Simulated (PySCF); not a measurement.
Calculation: B3LYP-D3(BJ)/def2-TZVP // PBE0-D4/def2-TZVP (PySCF 2.14.0). Isolated molecules, 0 K electronic values unless said otherwise. B3LYP has the VWN-RPA correlation part, as in Gaussian. 

Reference species (SMILES): `[NH2]` (neutral, multiplicity 2).

The highest occupied spin orbital is -8.44 eV.

Changed species: `[SiH3]` (radical fragment; the reference has radical fragment).

Problem. Predict the effect on the highest occupied spin orbital.

Solution. the highest occupied spin orbital goes up by 2.35 eV, to -6.09 eV.
